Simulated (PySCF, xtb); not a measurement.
C4H5N, SMILES c1c[nH]cc1.

GFN2-xTB (xtb) at its own geometry gives an orbital gap of 5.06 eV and a dipole moment of 2.10 D.

Geometry optimised at B3LYP-D3(BJ)/def2-SVP.

Q: What does PySCF with HF/def2-TZVP give? (The exact figures need the calculation; the answer reports its results.)

A: gap 11.70 eV (levels -8.05 and 3.64 eV), dipole 1.94 D.
